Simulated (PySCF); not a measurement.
Input of an EPR job (settings, then geometry in Å):

```
{"job": {"kind": "epr", "basis": "pcH-1"}, "charge": 0, "multiplicity": 2}
C     -1.760155    -0.255833    -0.296487
C     -0.424719    -0.348818     0.329424
C      0.712516     0.475088    -0.133957
N      1.954278     0.053071     0.495118
H     -2.245524    -1.232798    -0.329772
H     -1.691766     0.141197    -1.308356
H     -2.426453     0.403174     0.275149
H     -0.303899    -0.903432     1.242379
H      0.751436     0.455282    -1.243256
H      0.563192     1.535020     0.141761
H      2.138194    -0.922478     0.286906
H      2.734098     0.599842     0.147451
```

Computed with UKS B3LYP, pcH-1 on C H N, non-relativistic, mean-field spin-orbit, GIAO in PySCF 2.14.0. Isolated species at its GFN2-xTB geometry (one conformer only). A GFN2-xTB geometry isn't a minimum of the functional, and hyperfine couplings can be far from their values at a DFT geometry.

Output of the driver script. Atoms in this output count from 0.

```
UKS, coarse grid
  cycle   1  E = -173.78877880  |g| = 3.22e-01
  cycle   2  E = -173.76650271  |g| = 4.03e-01
  cycle   3  E = -173.84077276  |g| = 3.06e-02
  cycle   4  E = -173.84101300  |g| = 2.13e-02
  cycle   5  E = -173.84121610  |g| = 4.22e-03
  cycle   6  E = -173.84122738  |g| = 1.06e-03
  cycle   7  E = -173.84122804  |g| = 5.96e-04
UKS, final grid
  cycle   1  E = -173.84123541  |g| = 6.67e-04
  cycle   2  E = -173.84123533  |g| = 7.97e-04
  cycle   3  E = -173.84123562  |g| = 3.99e-05
  cycle   4  E = -173.84123563  |g| = 2.58e-05
E = -173.84123563 Eh   <S^2> = 0.7538 (exact 0.7500)
g shifts (ppm)      1          2          3
  rmc          -135       -135       -135
  gc              0         28         27
  oz_so           3        573        682
  total        -131        467        574
hyperfine (MHz)  atom isotope    a_iso     a_fc   dipolar eigenvalues
    0   13C     -33.49     -33.49     -2.33      0.09      2.24
    1   13C      95.93      95.93    -80.77    -80.09    160.86
    2   13C     -36.22     -36.22     -1.82     -0.86      2.69
    3   14N       5.10       5.10     -0.61     -0.32      0.92
    4    1H      66.40      66.40     -4.80     -4.60      9.40
    5    1H      15.01      15.01     -4.64     -3.96      8.60
    6    1H     140.40     140.40     -5.28     -3.24      8.53
    7    1H     -60.11     -60.11    -38.56     -0.01     38.57
    8    1H      74.00      74.00     -5.07     -4.46      9.53
    9    1H     138.93     138.93     -5.32     -2.80      8.12
   10    1H      -0.94      -0.94     -4.18     -3.22      7.40
   11    1H      -1.35      -1.35     -2.04     -1.56      3.60
```

|g| in the SCF lines is the orbital gradient. In the g block, columns 1 to 3 are the principal axes in rising order; rmc is the relativistic mass correction, gc the gauge correction and oz_so the orbital-Zeeman/spin–orbit term. a_fc is the Fermi-contact part of a_iso, here all of it, since this run has no spin–orbit term in the hyperfine coupling.

Q: Is the state sound, as far as the log shows?

A: The SCF converged after 11 cycles in all, 7 of them on the coarse grid; no stability test was run. The unrestricted determinant has ⟨S²⟩ = 0.7538 (exact 0.7500), so spin contamination is small.

Q: What are the principal g values and g_iso?

A: Adding the total shifts to 2.002319 gives 2.00219, 2.00279, 2.00289; their mean shift is 303 ppm, so g_iso = 2.00262.

Q: Which couplings shape the isotropic spectrum at natural abundance (0.05 mT or more)? Keep the log's numbering.

A: atoms 8, 9 (1H, I = 1/2): mean 106.5 MHz = 3.80 mT in magnitude, a 1:2:1 triplet; atoms 4, 5, 6 (1H, I = 1/2): mean 73.9 MHz = 2.64 mT in magnitude, a 1:3:3:1 quartet; atom 7 (1H, I = 1/2): -60.1 MHz = 2.14 mT in magnitude, a 1:1 doublet; atom 3 (14N, I = 1): 5.1 MHz = 0.18 mT in magnitude, a 1:1:1 triplet. Together 72 lines to first order. Nuclei that the bonding pattern makes equivalent are averaged, as if the motion that swaps them (rotation, inversion, ring flip) were fast. The three 1H nuclei of mean +73.9 MHz run from 15.0 to 140.4 MHz in the frozen geometry. The 1H value of +106.5 MHz is a mean of couplings from 74.0 to 138.9 MHz in this one geometry, not an average over conformers.

Q: What are the principal values of the full tensor of atom 1 (13C)?

A: a_iso plus each dipolar eigenvalue: 15.16, 15.84, 256.79 MHz.

The species is `C[CH]CN` [radical]. The run used 180 basis functions and 5 iterations of the response equations.

Conformer computed: `[CH3:1][CH:2][CH2:3][NH2:4]`: C1–C2–C3–N4 -171°, H–N4–C3–C2 59°, H–N4–C3–C2 178°.
Labels such as C1 count atoms from 1, the log's own numbers from 0.
